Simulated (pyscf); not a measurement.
Homolytic dissociation enthalpies at 298 K of C–Zn bonds in 6 gas-phase molecules, in eV. Single points on ωB97X-D3(BJ)/def2-SVP structures (PySCF, gas phase). MP2 and CC: frozen core, UHF for open shells. ΔMP2 is the change of the MP2 total energy from the triple- to the quadruple-zeta basis. Both columns use the same structures and thermal terms. Rows were drawn at random from the closed-shell molecules with such a bond whose radicals are computed, keep their shape and have no isomer in the data more than 5 kcal/mol lower.

```
row     molecule           radicals  PBE/def2-TZVP  CCSD(T)/def2-TZVPP + ΔMP2(QZVPP)
---  -----------  -----------------  -------------  --------------------------------
1      H₃C–Zn–SH    CH₃• + [HS–Zn]•           3.03                              3.27
2    H₃C–CH₂–ZnH    •H₂C–CH₃ + ZnH•           2.72                              3.04
3     H₃C–Zn–NH₂   CH₃• + [H₂N–Zn]•           3.11                              3.38
4      H₃C–Zn–Cl    CH₃• + [Cl–Zn]•           3.13                              3.33
5        H₃C–ZnH        CH₃• + ZnH•           3.06                              3.29
6    F–CH₂–Zn–Cl  •H₂C–F + [Cl–Zn]•           2.73                                 ?
```

**Question.** Fit a line that carries the PBE values to the last column and predict row 6.

**Answer.** In the 5 complete rows the last column lies 0.20 to 0.32 eV from PBE (mean 0.25, median 0.24). Least squares gives y = 0.94 + 0.77·x with residuals of 0.02 eV (root mean square). For row 6: 0.94 + 0.77 × 2.73 = 3.04 eV. The computed value is 2.96 eV, 0.08 under the line. The CCSD(T) − MP2 part came from Ansatz, without density fitting, on the same reference. The frozen core leaves the outer d or s,p core shells of the metals and heavy elements correlated in the MP2 and CC values, and def2-TZVPP describes them poorly, which can shift differences by a few kcal/mol. The term symbol of open-shell Cl–Zn was not checked; spin-orbit terms are left out. Elements up to Kr have no core potential and no relativistic terms here.
